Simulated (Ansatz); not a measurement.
Species: C₂H₇N, charge 1, doublet. C2H7N+ (parent SMILES NCC, doublet).
B3LYP-D3(BJ)/def2-TZVP minimum from Ansatz (an electronic-structure program):
```xyz
10

C      1.1764     0.5020     0.0102
C      0.0647    -0.5078    -0.1470
N     -1.2321    -0.0216     0.1283
H      2.1267     0.0256    -0.2246
H      1.0452     1.3437    -0.6713
H      1.2310     0.8736     1.0344
H      0.1999    -1.4153     0.4802
H      0.0212    -0.9632    -1.1599
H     -2.0515    -0.6232     0.0517
H     -1.3945     0.9446     0.4123
```
Charge +1, spin multiplicity 2.

Total energies in cc-pVDZ, 19 correlated electrons, 3 frozen orbitals. Radicals and triplets start from unrestricted determinants; spin-orbit coupling is neglected. Correlated methods leave the cores frozen. No relativity. The spin of C2H7N+ (parent SMILES CCN, doublet) was assumed, and the state is the lowest solution found for it.

| method | program | energy (Eh) | minus CCSDT(Q) (mEh) |
|---|---|---|---|
| HF | Ansatz | -133.98772 | 489.27 |
| MP2 | Ansatz | -134.41324 | 63.76 |
| CCSD | Ansatz | -134.46302 | 13.97 |
| CCSD(T) | Ansatz | -134.47531 | 1.69 |
| CCSDT(Q) | Ansatz | -134.47700 | 0.00 |

Rough core times of Ansatz's runs on a shared machine: CCSD(T) under 20 s, CCSDT(Q) 30 min.
